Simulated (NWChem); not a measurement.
System: Li₂; SMILES [Li][Li]

Input file for NWChem:

```
start job
memory heap 200 mb stack 900 mb global 1100 mb
geometry units angstroms noautosym nocenter noautoz
  Li     0.000000     0.000000    -1.393559
  Li     0.000000     0.000000     1.393559
end
basis spherical
  * library pcsseg-2
end
dft
  xc b3lyp
  iterations 150
end
property
  shielding 1 1
end
task dft property
```

Geometry: optimised at PBE0/def2-SVP.

GIAO values for the isolated, static molecule; σ is the absolute isotropic shielding.

Atoms are numbered as in the input.

Predict the main results of this run. (B3LYP/pcSseg-2, GIAO.) Quantities: basis functions; σ Li1 (ppm).


```
Item                       Value
-------------------------  -----
number of basis functions     42
σ Li1 (ppm)                 98.2
```
